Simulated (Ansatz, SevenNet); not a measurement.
For hcp Zr, the machine-learned potential SevenNet-0 (trained on PBE and PBE+U data) gives:

```
Item                               Value
------------------------------  --------
equilibrium lattice constant a   3.219 Å
c axis length                    5.232 Å
elastic constant C11            97.0 GPa
elastic constant C44            10.6 GPa
polycrystal shear modulus       5.10 GPa
```

Question: What does r²SCAN (Ansatz, a program for electronic structure, PAW) give for the same quantities?

Answer: 
- lattice constant a: 3.245 Å (increases by 0.8 %)
- lattice parameter c: 5.153 Å (drops by 1.5 %)
- elastic constant C11: 153 GPa (increases by 58 %)
- elastic constant C44: 34.4 GPa (increases by 220 %)
- Voigt–Reuss–Hill shear modulus: 40.9 GPa (grows by 700 %)

For comparison: lattice constant a 3.232 Å (measured, 293 K, no zero-point or thermal correction; as tabulated in Wikipedia's data pages); lattice parameter c 5.148 Å (measured, 293 K, not corrected to a static lattice; as tabulated in Wikipedia's data pages); elastic constant C11 155 GPa (measured, 4 K, zero-point motion not removed; as tabulated in Clouet (2012), arXiv:1210.1082); elastic constant C44 36.3 GPa (measured, 4 K, zero-point motion not removed; as tabulated in Clouet (2012), arXiv:1210.1082).

Changes are worked out from the printed values.

Unless a cell is named, each level is at its own relaxed cell (SevenNet-0 23.48, r²SCAN 23.50 Å³/atom).

Ansatz's density-functional and Hartree–Fock values are scalar-relativistic unless marked +SOC, with PAW data made under PBE.
